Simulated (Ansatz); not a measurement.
Species, as SMILES: [OH] (OH), doublet.
Atoms: O1, H2. Bonds: O1-H2.

Basis-set convergence of the optimised O1-H2 bond length at CCSD(T) with Ansatz (a program for electronic structure). The reference of a correlated method is not its basis-set limit, which lies further on. Cartesian d functions, on some or all atoms, in 6-31G*, 6-31+G*; all else is spherical. Cores are frozen. Open shells are unrestricted. No added dispersion term, no relativity. Reference: the value in def2-QZVPPD, 0.9703 Å, itself unsure by roughly 0.0005 Å (its mean distance from pcseg-3, def2-QZVPP, cc-pVQZ). Deviations are taken from unrounded values.

```
basis        functions  optimised O1-H2 bond length (Å)
-----------  ---------  -------------------------------
6-31G*              17                           0.9848
6-31+G*             21                           0.9865
cc-pVDZ             19                           0.9796
aug-cc-pVDZ         32                           0.9796
def2-SVP            19                           0.9765
def2-SVPD           31                           0.9775
pcseg-1             19                           0.9793
aug-pcseg-1         32                           0.9791
6-311G**            24                           0.9707
6-311+G**           28                           0.9727
def2-TZVP           37                           0.9758
def2-TZVPD          49                           0.9771
cc-pVTZ             44                           0.9711
aug-cc-pVTZ         69                           0.9733
pcseg-2             44                           0.9703
aug-pcseg-2         69                           0.9711
def2-TZVPP          45                           0.9707
def2-TZVPPD         57                           0.9717
def2-QZVPP          87                           0.9699
def2-QZVPPD         99                           0.9703
```

What the diffuse functions change, pair by pair:
- 6-31G* to 6-31+G*: 4 more functions, deviation 0.0145 to 0.0162 Å
- cc-pVDZ to aug-cc-pVDZ: 13 more functions, deviation 0.0093 to 0.0093 Å
- def2-SVP to def2-SVPD: 12 more functions, deviation 0.0063 to 0.0072 Å
- pcseg-1 to aug-pcseg-1: 13 more functions, deviation 0.0090 to 0.0088 Å
- 6-311G** to 6-311+G**: 4 more functions, deviation 0.0005 to 0.0024 Å
- def2-TZVP to def2-TZVPD: 12 more functions, deviation 0.0056 to 0.0068 Å
- cc-pVTZ to aug-cc-pVTZ: 25 more functions, deviation 0.0008 to 0.0030 Å
- pcseg-2 to aug-pcseg-2: 25 more functions, deviation 0.0000 to 0.0008 Å
- def2-TZVPP to def2-TZVPPD: 12 more functions, deviation 0.0004 to 0.0014 Å
- def2-QZVPP to def2-QZVPPD: 12 more functions, deviation -0.0004 to 0.0000 Å

Leaving out the reference's own pair, they bring the value nearer the reference by more than 0.0005 Å in 0 of 9 pairs.
